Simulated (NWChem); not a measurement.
System: hydrogen sulfide (H₂S); SMILES S

Here is an NWChem input.

```
start job
memory heap 200 mb stack 900 mb global 1100 mb
geometry units angstroms noautoz
  S      0.000000     0.000000     0.123128
  H      0.973952     0.000000    -0.827189
  H     -0.973952     0.000000    -0.827189
end
basis spherical
  * library def2-svp
end
dft
  xc xwpbe 1.00 cpbe96 1.0 hfexch 1.00
  cam 0.25 cam_alpha 0.0 cam_beta 1.0
  iterations 150
  vectors input atomic output neutral.movecs
end
task dft energy
charge 1
dft
  odft
  mult 2
  vectors input atomic output cation.movecs
end
task dft energy
```

Structure relaxed at the PBE-D3(BJ)/def2-SVP level.

Ions are spin-unrestricted doublets at the neutral geometry; other ion states weren't tried. Functional: LC-ωPBE (HJS hole) with def2-SVP; the question gives the range parameter ω in 1/bohr.

Problem. Give the results of this calculation. (LC-wPBE (HJS exchange hole, range parameter 0.25 per bohr)/def2-SVP, vertical spin-unrestricted ions.) Quantities: vertical ionisation energy, ΔSCF (eV); −ε(HOMO) (eV).

Solution. 
```
Property                               Result
-------------------------------------  ------
vertical ionisation energy, ΔSCF (eV)   10.33
−ε(HOMO) (eV)                            9.10
```
